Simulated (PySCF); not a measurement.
# CHClO (Formyl Chloride): the cost of one run

The runs use PySCF 2.14.0, with density-fitted response routines of our own; the level of theory stands in each step. All values are computed, except where a source is named. Atoms count from 0, in the outputs and in this text.

### Step 1. Starting geometry

4 atoms, charge 0, multiplicity 1; geometry from: GFN2-xTB. The atoms were then displaced at random by about 0.01 Å, so the start is not that level's minimum.

Bonds of the start (Å): O0–C1 1.18, C1–Cl2 1.72, C1–H3 1.09.

### Step 2. Optimising the geometry at PBE0-D3(BJ)/def2-TZVP

The job: settings as JSON, then the geometry in Å.

```
{"job": {"xc": "PBE0", "basis": "def2-TZVP", "d3": "d3bj", "grid": 2, "shake": 0.01, "kind": "geom"}, "charge": 0, "multiplicity": 1}
O     -0.839910    -0.987260    -0.002600
C     -0.179820    -0.005990    -0.007960
Cl     1.541490    -0.074380    -0.013790
H     -0.483770     1.042260    -0.008660
```

Launch:

```console
$ OMP_NUM_THREADS=1 python probes_run.py task.json out
```

The driver reads the jobs from task.json and runs them one after another.

**Question.** How long does this first job take on 1 thread of Arm Neoverse N1, shared host, and how much memory does it need?

About 26 s, with a peak of 0.4 GiB.
